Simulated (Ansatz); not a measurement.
## Structure relaxation of Tl₂Ge

Computed with DFT PBE, scalar-relativistic, plane waves, PAW (Ansatz 0.2.0). Cutoff 420 eV, Γ-centred k mesh, Gaussian smearing, no spin polarisation in the final step.

Tl₂Ge was placed on the cuprite structure type (Pn-3m, No. 224), with Ge in place of O, Tl in place of Cu, at a guessed volume.

```yaml
crystal:
  lattice:
    - [5.55615, 0.00000, 0.00000]
    - [0.00000, 5.55615, 0.00000]
    - [0.00000, 0.00000, 5.55615]
  atoms:
    - { symbol: Tl, position: [0.25000, 0.25000, 0.25000] }
    - { symbol: Tl, position: [0.25000, 0.75000, 0.75000] }
    - { symbol: Tl, position: [0.75000, 0.75000, 0.25000] }
    - { symbol: Tl, position: [0.75000, 0.25000, 0.75000] }
    - { symbol: Ge, position: [0.00000, 0.00000, 0.00000] }
    - { symbol: Ge, position: [0.50000, 0.50000, 0.50000] }
```

Cell and atoms relax at zero pressure; the relaxation can't lower the symmetry of the start. After a coarse first stage the cell is made exact in the group found at 0.06 Å.

The zero of energy is the elements' standard structures at the same level; no fitted shifts are applied.

(1) Which crystal results?

(2) What are its volume, energy, density and gap?

Answers

(1) It keeps Pn-3m (No. 224). The result has the cuprite structure. Conventional cell: a = 6.340 Å. Tl has 2 Ge at 2.75 Å; Ge has 4 Tl at 2.75 Å.

```cif
data_structure
_symmetry_space_group_name_H-M 'Pn-3m:1'
_symmetry_Int_Tables_number 224
_cell_length_a 6.3400
_cell_length_b 6.3400
_cell_length_c 6.3400
_cell_angle_alpha 90.000
_cell_angle_beta 90.000
_cell_angle_gamma 90.000
_cell_volume 254.84
loop_
_atom_site_label
_atom_site_type_symbol
_atom_site_symmetry_multiplicity
_atom_site_Wyckoff_symbol
_atom_site_fract_x
_atom_site_fract_y
_atom_site_fract_z
_atom_site_occupancy
Tl1 Tl 4 b 0.25000 0.25000 0.25000 1
Ge1 Ge 2 a 0.00000 0.00000 0.00000 1
```

(2) The volume per atom is 42.47 Å³, the density is 6.27 g/cm³ and the energy over the elements is 0.55 eV/atom. The gap on the 6×6×6 mesh is 0 eV (a metal).

The final run used a 6×6×6 mesh on its 6-atom cell and 0.10 eV smearing. The k mesh leaves about 4 meV/atom of noise in metals. Spin–orbit coupling is left out. A structure relaxed within its symmetry needn't be a true minimum. The steps took about 2.4 core-minutes in all.